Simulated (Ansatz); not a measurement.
# Which isomer of CH3O gives these data?

These gas-phase data were calculated for one isomer of CH3O at PBE0-D3(BJ)/pcseg-1 (harmonic, unscaled wavenumbers; equilibrium rotational constants with average atomic masses):

* rotational constants: 190.7, 30.13, 26.32 GHz
* all wavenumbers above 1500 cm⁻¹: 3860, 3302, 3152
* dipole moment: 1.46 D (PBE0/def2-TZVPD)

Candidates:

(1) `C[O]`, a doublet
(2) `[CH2]O`, a doublet

Task: Which structure fits?

Result: Candidate (2). The band at 3860 cm⁻¹ lies where the O–H stretch is expected; (1) has no mode between 3300 and 4000 cm⁻¹.

The same quantities for all candidates:

```
     rotational constants (GHz)  wavenumbers above 1500 cm⁻¹  dipole (D)  E above the lowest, PBE0-D3(BJ)/pcseg-1 (kcal/mol)
(1)         156.9, 28.22, 28.02       3066, 3025, 2942, 1516        2.01                                                 5.3
(2)         190.7, 30.13, 26.32             3860, 3302, 3152        1.46                                                 0.0
```

Harmonic stretches to hydrogen usually lie a few per cent above observed fundamentals. Each candidate is one conformer. Open shells are spin-unrestricted. Programs: Ansatz 0.2.0.
